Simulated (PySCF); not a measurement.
Predicted microwave data (PBE0-D3(BJ)/def2-SVP geometry optimisation, gas phase (PySCF 2.14.0)) for one isomer of C3H6F2O:

```
Rotational constants : A = 5363, B = 2559, C = 1860 MHz
Dipole components    : |μa| = 1.09 D, |μb| = 0.11 D, |μc| = 0.74 D
Inertial defect      : -20.02 u·Å²
κ                    : -0.60
```

Problem. Which candidate fits, each taken in the one conformer that was computed?
A. `[CH3:1][CH2:2][O:3][CH:4]([F:5])[F:6]` with C1–C2–O3–C4 -174°, C2–O3–C4–F5 -68°
B. `[CH3:1][O:2][C@H:3]([F:4])[CH2:5][F:6]` with C1–O2–C3–F4 -72°, O2–C3–C5–F6 -69°

Solution. B. It is CO[C@H](F)CF, an asymmetric top, point group C1. The candidates at the same level (rigid rotor, commonest isotopes):

```tsv
SMILES	A (MHz)	B (MHz)	C (MHz)	μa (D)	μb (D)	μc (D)	Δ (u·Å²)	point group	rotor
CCOC(F)F	8229	1994	1710	2.14	0.70	1.64	-19.32	C1	near-prolate asymmetric top
CO[C@H](F)CF	5363	2559	1860	1.09	0.11	0.74	-20.02	C1	asymmetric top
```

`CCOC(F)F` has A 53 % too high. No structure here is proved a minimum.
